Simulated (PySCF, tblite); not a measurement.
# C3H6ClO radical: geometry, infrared bands and EPR parameters

What infrared bands and EPR parameters should C3H6ClO radical (`[CH2][C@@H](Cl)CO`) show?

Programs: tblite 0.8.0 and PySCF 2.14.0, with density-fitted response routines of our own. Each step states its level of theory. These are calculated values for one molecule in the gas phase, unless marked as measured. Atoms count from 0, in the outputs and in this text.

### 1 Starting geometry

11 atoms, charge 0, multiplicity 2; geometry from: force field or distance geometry start.

Bonds of the start (Å): C0–C1 1.49, C1–Cl2 1.80, C1–C3 1.53, C3–O4 1.43, C0–H5 1.07, C0–H6 1.09, C1–H7 1.09, C3–H8 1.08, C3–H9 1.11, O4–H10 0.97.

### 2 Optimising the geometry with GFN2-xTB

Job settings and geometry (Å):

```
{"job": {"kind": "relax", "xc": "GFN2-xTB", "basis": "xTB"}, "charge": 0, "multiplicity": 2}
C      1.284800     0.752300    -0.368500
C      0.516900    -0.459100     0.037000
Cl     0.716400    -0.651900     1.819400
C     -0.971800    -0.406300    -0.325300
O     -1.654200     0.672800     0.317400
H      2.353300     0.733900    -0.416300
H      0.762200     1.701600    -0.517200
H      0.983300    -1.338500    -0.415100
H     -1.093100    -0.306600    -1.397800
H     -1.476800    -1.341900    -0.013100
H     -1.415600     0.646400     1.253600
```

On the command line:

```bash
> OMP_NUM_THREADS=1 python probes_run.py task.json out
```

This one command runs all jobs of the session in turn.

Standard output:

```text
step      E/eV     max force
  0    -489.89991    1.756
  1    -489.97285    0.954
  2    -490.00416    0.461
  3    -490.01991    0.269
  4    -490.02776    0.210
  5    -490.03248    0.219
  6    -490.03632    0.176
  7    -490.03867    0.136
  8    -490.04023    0.121
  9    -490.04127    0.084
 10    -490.04213    0.097
 11    -490.04297    0.080
 12    -490.04365    0.070
 13    -490.04424    0.069
 14    -490.04482    0.070
 15    -490.04536    0.062
 16    -490.04586    0.079
 17    -490.04630    0.073
 18    -490.04670    0.051
 19    -490.04705    0.045
 20    -490.04737    0.041
 21    -490.04770    0.051
 22    -490.04809    0.047
 23    -490.04850    0.053
 24    -490.04879    0.050
 25    -490.04899    0.048
 26    -490.04915    0.039
 27    -490.04932    0.032
 28    -490.04947    0.031
 29    -490.04959    0.025
 30    -490.04969    0.028
 31    -490.04978    0.022
 32    -490.04984    0.018
 33    -490.04986    0.014
 34    -490.04988    0.013
 35    -490.04992    0.019
 36    -490.04997    0.027
 37    -490.05003    0.026
 38    -490.05008    0.021
 39    -490.05011    0.017
 40    -490.05015    0.021
 41    -490.05019    0.020
 42    -490.05023    0.015
 43    -490.05024    0.010
```

Wall time 0.44 s (1 thread of Intel Xeon at 2.50GHz, shared host).

Along the way: (not every step is listed)

```csv
step,energy from step 0 (eV),largest force (eV/Å)
0,0.0000,1.7559
1,-0.0729,0.9540
2,-0.1043,0.4605
3,-0.1200,0.2687
4,-0.1279,0.2098
5,-0.1326,0.2194
6,-0.1364,0.1762
7,-0.1388,0.1365
8,-0.1403,0.1210
11,-0.1431,0.0799
14,-0.1449,0.0695
17,-0.1464,0.0730
20,-0.1475,0.0411
23,-0.1486,0.0526
26,-0.1492,0.0394
29,-0.1497,0.0251
32,-0.1499,0.0181
35,-0.1500,0.0185
38,-0.1502,0.0211
39,-0.1502,0.0168
40,-0.1502,0.0208
41,-0.1503,0.0199
42,-0.1503,0.0145
43,-0.1503,0.0100
```

Distances of close pairs at the start and the end, largest changes first:

```csv
bond,before (Å),after (Å),change (Å)
C1–Cl2,1.804,1.948,+0.145
C0–C1,1.491,1.421,-0.069
C3–O4,1.429,1.396,-0.034
C0–H6,1.094,1.075,-0.019
C3–H8,1.084,1.094,+0.010
C3–H9,1.108,1.099,-0.009
C1–C3,1.533,1.526,-0.007
C1–H7,1.093,1.088,-0.005
```

The end geometry stands in the next job.

### 3 Harmonic vibrations with GFN2-xTB

Job settings and geometry (Å):

```
{"job": {"kind": "ir", "xc": "GFN2-xTB", "basis": "xTB"}, "charge": 0, "multiplicity": 2}
C      1.248406     0.745002    -0.375770
C      0.535752    -0.443036    -0.057861
Cl     0.658807    -0.659022     1.874652
C     -0.967241    -0.407784    -0.321382
O     -1.596170     0.693538     0.261304
H      2.314086     0.734875    -0.502654
H      0.739380     1.690965    -0.339216
H      0.998792    -1.368564    -0.394278
H     -1.128868    -0.320400    -1.400157
H     -1.415534    -1.349973     0.024576
H     -1.381986     0.687069     1.204822
```

Standard output:

```text
mode    cm-1     km/mol
  1     115.0      6.03
  2     210.7      1.65
  3     271.0      3.53
  4     278.8      4.65
  5     324.6      9.52
  6     337.6     34.14
  7     445.8    116.08
  8     603.0     11.08
  9     699.8     53.57
 10     877.2     11.85
 11     952.2      5.42
 12    1003.2     28.61
 13    1070.5     22.74
 14    1114.3     85.46
 15    1160.2     14.76
 16    1196.4      0.75
 17    1284.0      9.18
 18    1324.4     27.84
 19    1337.0     81.32
 20    1398.9      4.26
 21    1461.6      3.65
 22    2882.7     36.53
 23    2963.2     16.71
 24    2985.8      7.41
 25    3123.5      2.89
 26    3171.5      4.49
 27    3477.6     12.08
```

It took 0.43 s on 1 thread of Intel Xeon at 2.50GHz, shared host.

Which atoms move in the most intense modes:

```csv
cm⁻¹,km/mol,atoms
338,34.1,"C1 34 %, H5 15 %"
446,116.1,H10 79 %
700,53.6,"H6 38 %, C0 29 %, H5 29 %"
1003,28.6,"H7 21 %, H5 16 %, O4 14 %, C3 11 %"
1114,85.5,"C3 32 %, O4 27 %, H8 25 %"
1324,27.8,"H9 24 %, C1 22 %, H10 16 %, H5 12 %"
1337,81.3,"H8 36 %, H10 24 %, C3 16 %, H9 15 %"
2883,36.5,H9 92 %
```

### 4 g tensor and hyperfine couplings: B3LYP/pcH-1

The job, as its differences from that of step 3:

```diff
@@ -1,2 +1,2 @@
-{"job": {"kind": "ir", "xc": "GFN2-xTB", "basis": "xTB"}, "charge": 0, "multiplicity": 2}
+{"job": {"kind": "epr", "basis": "pcH-1"}, "charge": 0, "multiplicity": 2}
 C      1.248406     0.745002    -0.375770
```

With the program's defaults for keys left out, this is: UKS B3LYP, pcH-1 on C Cl H O, non-relativistic, mean-field spin-orbit, GIAO.

Standard output:

```text
UKS, coarse grid
  cycle   1  E = -653.22468874  |g| = 4.86e-01
  cycle   2  E = -653.10971406  |g| = 7.46e-01
  cycle   3  E = -653.30824469  |g| = 6.91e-02
  cycle   4  E = -653.31013178  |g| = 2.81e-02
  cycle   5  E = -653.31050064  |g| = 7.12e-03
  cycle   6  E = -653.31052439  |g| = 4.80e-03
  cycle   7  E = -653.31053661  |g| = 1.17e-03
  cycle   8  E = -653.31053833  |g| = 4.65e-04
UKS, final grid
  cycle   1  E = -653.31051623  |g| = 5.61e-04
  cycle   2  E = -653.31051609  |g| = 7.85e-04
  cycle   3  E = -653.31051638  |g| = 8.17e-05
  cycle   4  E = -653.31051638  |g| = 2.21e-05
E = -653.31051638 Eh   <S^2> = 0.7560 (exact 0.7500)
g shifts (ppm)      1          2          3
  rmc          -183       -183       -183
  gc             10         10         24
  oz_so        -321        171       4127
  total        -494         -2       3967
hyperfine (MHz)  atom isotope    a_iso     a_fc   dipolar eigenvalues
    0   13C      77.19      77.25    -74.11    -73.21    147.32
    1   13C       6.58       6.68     -5.37      0.09      5.29
    2  35Cl      52.58      51.12    -40.03    -38.00     78.04
    3   13C       8.59       8.61     -1.91     -1.07      2.98
    4   17O       0.24       0.25     -1.69      0.74      0.95
    5    1H     -55.49     -55.50    -34.92     -1.51     36.42
    6    1H     -56.25     -56.26    -34.74     -1.60     36.34
    7    1H      20.01      20.04     -6.23     -2.30      8.53
    8    1H       0.90       0.90     -3.73     -2.15      5.89
    9    1H      11.00      11.00     -1.87     -1.21      3.09
   10    1H      -0.18      -0.17     -2.72     -1.24      3.96
```

Wall time 63 s (1 thread of Intel Xeon at 2.50GHz, shared host); peak memory 0.69 GiB.

Principal g values 2.00183, 2.00232, 2.00629; g(iso) = 2.00348, against 2.00232 for a free electron.

Mean a(iso) over the nuclei that a row names, and the largest dipolar term of the row (other rows stand at the frozen geometry):

```csv
nuclei,isotope,a(iso) (MHz),"a(iso) (G, at g = 2.0023)",largest dipolar term (MHz)
C0,13C,77.2,27.5,147.3
"H5, H6",1H,-55.9,-19.9,36.4
Cl2,35Cl,52.6,18.8,78.0
H7,1H,20.0,7.1,8.5
H9,1H,11.0,3.9,3.1
C3,13C,8.6,3.1,3.0
C1,13C,6.6,2.3,-5.4
H8,1H,0.9,0.3,5.9
O4,17O,0.2,0.1,-1.7
H10,1H,-0.2,-0.1,4.0
```

Mulliken spin populations:

```csv
atom,value (e)
C0,0.94
C1,-0.07
Cl2,0.19
C3,0.00
O4,0.00
H5,-0.04
H6,-0.04
H7,0.01
H8,0.00
H9,0.00
H10,0.00
```

In first order the couplings over 0.8 MHz of 1H, 35Cl give 96 distinct lines over 107.5 G, if the averaged nuclei exchange fast.

Orbitals, density, ELF and potential are computed afterwards from the orbital file.

ELF in a plane through or near 8 of the atoms.

Values, 10 rows by 14 columns:
```
0.00 0.00 0.00 0.00 0.00 0.00 0.00 0.00 0.00 0.00 0.00 0.00 0.00 0.00
0.00 0.00 0.00 0.00 0.00 0.00 0.00 0.00 0.00 0.00 0.00 0.00 0.00 0.00
0.00 0.00 0.00 0.00 0.19 0.90 0.21 0.04 0.44 0.38 0.13 0.00 0.00 0.00
0.00 0.00 0.01 0.04 0.51 1.00 0.73 0.27 0.91 0.90 0.74 0.13 0.00 0.00
0.00 0.00 0.51 0.95 0.82 0.22 0.35 0.11 0.78 0.79 0.58 0.05 0.00 0.00
0.00 0.00 0.78 0.99 0.95 0.78 0.42 0.94 0.30 0.75 0.21 0.01 0.00 0.00
0.00 0.00 0.04 0.27 0.05 0.64 0.90 0.55 0.60 1.00 0.99 0.28 0.00 0.00
0.00 0.00 0.00 0.00 0.02 0.97 1.00 0.46 0.03 0.85 0.73 0.02 0.00 0.00
0.00 0.00 0.00 0.00 0.00 0.23 0.42 0.03 0.00 0.00 0.00 0.00 0.00 0.00
0.00 0.00 0.00 0.00 0.00 0.00 0.00 0.00 0.00 0.00 0.00 0.00 0.00 0.00
```
The map spans 10.1 Å across and 8.4 Å up, centred on the molecule. Atoms in the plane (x, y in Å): C0 (-1.4, 0.4), C1 (-0.4, -0.6), C3 (1.0, -0.1), O4 (1.4, 1.1), H5 (-2.5, 0.1), H6 (-1.2, 1.4), H7 (-0.6, -1.6), H9 (1.7, -0.9).

log10 of the density (e/Å³) in the same plane.

Values, 10 rows by 14 columns:
```
-4.0 -4.0 -4.0 -4.0 -4.0 -4.0 -4.0 -4.0 -4.0 -4.0 -4.0 -4.0 -4.0 -4.0
-4.0 -4.0 -4.0 -4.0 -3.5 -3.2 -3.4 -3.6 -3.4 -3.4 -4.0 -4.0 -4.0 -4.0
-4.0 -4.0 -4.0 -3.0 -2.1 -1.5 -1.9 -2.0 -1.4 -1.4 -2.0 -3.3 -4.0 -4.0
-4.0 -4.0 -2.9 -2.0 -1.0  0.2 -0.8 -1.0  0.1  0.2 -0.9 -2.2 -4.0 -4.0
-4.0 -3.3 -2.0 -0.8  0.0  0.5 -0.4 -0.7  0.3  0.3 -0.8 -2.2 -4.0 -4.0
-4.0 -3.3 -1.8 -0.6  0.0  0.2  0.3  0.2  1.0 -0.1 -1.1 -2.4 -3.6 -4.0
-4.0 -3.9 -2.8 -1.9 -1.5 -0.4  0.3 -0.2 -0.4  0.2 -0.9 -2.3 -3.6 -4.0
-4.0 -4.0 -4.0 -3.3 -2.3 -0.9 -0.4 -1.2 -1.7 -1.5 -2.0 -3.0 -4.0 -4.0
-4.0 -4.0 -4.0 -4.0 -3.3 -2.3 -2.0 -2.4 -3.0 -3.1 -3.4 -4.0 -4.0 -4.0
-4.0 -4.0 -4.0 -4.0 -4.0 -3.8 -3.7 -3.9 -4.0 -4.0 -4.0 -4.0 -4.0 -4.0
```
The map spans 10.1 Å across and 8.4 Å up, centred on the molecule. Atoms in the plane (x, y in Å): C0 (-1.4, 0.4), C1 (-0.4, -0.6), C3 (1.0, -0.1), O4 (1.4, 1.1), H5 (-2.5, 0.1), H6 (-1.2, 1.4), H7 (-0.6, -1.6), H9 (1.7, -0.9).

On the surface of density 0.002 e/bohr³ the electrostatic potential runs, from the 1st to the 99th percentile, from -1.44 V near O4 to 1.48 V near H10.

The spin density lies nearest to C0 58 %; Cl2 18 %; H5, H6 about 8 % each.

### 5 Outcome

| quantity | value |
| --- | --- |
| strongest single infrared mode (GFN2-xTB) | 446 cm⁻¹, 116 km/mol |
| zero-point energy (GFN2-xTB) | 51.6 kcal/mol |
| g(iso) (B3LYP) | 2.00348 |
| ⟨S²⟩ | 0.756 (exact 0.75) |
| largest a(iso) (averaged by class) | 13C on C0, 77.2 MHz |
| surface potential, 1st and 99th percentile | -1.44 V and 1.48 V |

Over 43 steps the energy fell by 0.150 eV; of the close pairs, C1–Cl2 changed most, 1.804 to 1.948 Å. All 27 modes are real, so the xTB geometry is a minimum. The strongest single mode, at 446 cm⁻¹, moves mainly H10. GFN2-xTB is a fitted tight-binding method: band positions and strengths are rough. Its intensities can rank the bands wrongly. C0 carries the largest spin population, 0.94 e. The isotropic g lies 1.2 ppt above the free-electron value.
